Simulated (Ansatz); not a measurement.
Input file:

```yaml
crystal:
  periodic: [false, false, false]
  atoms:
    - {symbol: C, position_ang: [0.000000, 0.000000, 1.057693]}
    - {symbol: Al, position_ang: [0.000000, 0.000000, -0.799174]}
    - {symbol: O, position_ang: [0.000000, 0.000000, -2.396024]}
    - {symbol: H, position_ang: [0.000000, 0.000000, 2.137505]}
basis:
  gaussian: {orbitals: STO-3G}
magnetization: {spin_polarized: false, initial_magnetization: 2}
correlation: {active_space: {ras: {orbitals: [6, 2, 5], electrons: 14, max_holes: 3, max_particles: 3}, fixed_orbitals: true}}
output: {forces: true}
```

```sh
$ ansatz run in.yaml --threads 1 --pin off --events-out ev --progress --plain --max-ram 2393MiB
```

(1) Roughly how long does this take on 1 thread of AMD EPYC, shared host, and how much host memory?

```
243 factors; integrals over basis functions are off by at most 4.9e-5 eV
mean field evaluation 1: about -9534.6535 eV, gradient 3.7e1 eV
mean field evaluation 2: about -9534.6669 eV, gradient 3.7e1 eV
mean field evaluation 4: about -9539.8922 eV, gradient 1.8e1 eV
mean field evaluation 8: about -9541.6463 eV, gradient 3.4e-1 eV
mean field evaluation 16: about -9538.3004 eV, gradient 9.9e0 eV
mean field evaluation 32: about -9539.5326 eV, gradient 5.7e-1 eV
mean field -9541.64431622 eV, -350.6489610624 hartree, gradient 3.0e-6 eV, S^2 2.000000; 2 other end points of the search recorded, 0 dependent functions left out
reference -9541.64431622 eV, -350.6489610624 hartree; 15, 13 occupied and 5, 7 virtual orbitals, 243 factors
state -9546.29919647 eV, -350.8200247564 hartree
the calculation of the forces begins
Total energy: -9546.29919647 eV, -350.8200247564 hartree
Atom 0 at     0.000000     0.000000     1.057693 Å, force     0.000000     0.000000    -1.487236 eV/Å
Atom 1 at     0.000000     0.000000    -0.799174 Å, force    -0.000000    -0.000000     0.182671 eV/Å
Atom 2 at     0.000000     0.000000    -2.396024 Å, force     0.000000     0.000000     0.512075 eV/Å
Atom 3 at     0.000000     0.000000     2.137505 Å, force    -0.000000     0.000000     0.792489 eV/Å
Dipole moment:     0.000000     0.000000     0.315523 e Å
```

Natural occupations: 1.9975 1.9777 1.9648 1.9357 1.9272 1.9272 1.0081 1.0081 0.0860 0.0661 0.0661 0.0237 0.0117.

Forces (eV/Å):
```
C    0.000  0.000 -1.487
Al   0.000  0.000  0.183
O    0.000  0.000  0.512
H    0.000  0.000  0.792
```

Answers

(1) 5.5 s wall and 0.09 GiB.
